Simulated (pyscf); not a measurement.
**Substitution at O: `[OH2]` + `[H]` [doublet] → `[OH2]` + `[H]` [doublet]**

Gas phase, doublet surface, charge 0. Bonds broken: H2–O3. Bonds formed: O3–H4. Structures and frequencies: ωB97X-D3(BJ)/def2-SVP in PySCF. MP2 and CC: frozen core, UHF for open shells. ΔMP2 is the change of the MP2 total energy from the triple- to the quadruple-zeta basis.

Transition state (Å):

```xyz
4

H     -0.6225    -0.5625    -0.1020
H     -2.0499    -0.9346     0.6926
O     -1.4470    -1.2011    -0.1332
H     -1.9910    -0.9281    -0.9970
```

One imaginary mode, 1033i cm⁻¹; descent along it reached the two sides named.

```csv
bond,change,reactant side (Å),saddle,product side
H2–O3,breaks,0.965,1.057,2.9
O3–H4,forms,2.9,1.057,0.965
```

Electronic energies relative to the separated reactants (kcal/mol):

```json
[
 {"level": "ωB97X-D3(BJ)/def2-TZVP", "barrier": "26.6", "reaction energy": "0.0", "reverse barrier": "26.6"},
 {"level": "PBE/def2-TZVP", "barrier": "15.9", "reaction energy": "0.0", "reverse barrier": "15.9"},
 {"level": "r²SCAN/def2-TZVP", "barrier": "18.2", "reaction energy": "0.0", "reverse barrier": "18.2"},
 {"level": "B3LYP-D3(BJ)/def2-TZVP", "barrier": "18.2", "reaction energy": "0.0", "reverse barrier": "18.2"},
 {"level": "PBE0-D3(BJ)/def2-TZVP", "barrier": "20.9", "reaction energy": "0.0", "reverse barrier": "20.9"},
 {"level": "M06-2X/def2-TZVP", "barrier": "23.5", "reaction energy": "0.0", "reverse barrier": "23.5"},
 {"level": "ωB97M-D3(BJ)/def2-TZVP", "barrier": "22.9", "reaction energy": "0.0", "reverse barrier": "22.9"},
 {"level": "HF/def2-TZVP", "barrier": "42.2", "reaction energy": "0.0", "reverse barrier": "42.2"},
 {"level": "MP2/def2-QZVPP", "barrier": "24.7", "reaction energy": "0.0", "reverse barrier": "24.7"},
 {"level": "CCSD/def2-TZVPP", "barrier": "26.3", "reaction energy": "0.0", "reverse barrier": "26.3"},
 {"level": "CCSD(T)/def2-TZVPP", "barrier": "24.8", "reaction energy": "0.0", "reverse barrier": "24.8"},
 {"level": "CCSD(T)/def2-TZVPP + ΔMP2(QZVPP)", "barrier": "23.0", "reaction energy": "0.0", "reverse barrier": "23.0"}
]
```

With CCSD(T)/def2-TZVPP + ΔMP2(QZVPP) energies and thermal terms (ideal gas, 1 atm, RRHO with modes under 100 cm⁻¹ raised to 100, one conformer, R ln 2 for chiral ones without a mode under 150 cm⁻¹), in kcal/mol:

```
T (K)   ΔH‡   ΔG‡   ΔH   ΔG
-----  ----  ----  ---  ---
298    17.4  24.5  0.0  0.0
600    17.1  31.9  0.0  0.0
900    17.2  39.3  0.0  0.0
1200   17.4  46.6  0.0  0.0
```

This is the saddle that the search found; another between the same sides may lie lower. The angle at the attacked O is 106° (front-side attack). The CCSD(T) − MP2 part came from Ansatz, without density fitting, on the same reference.
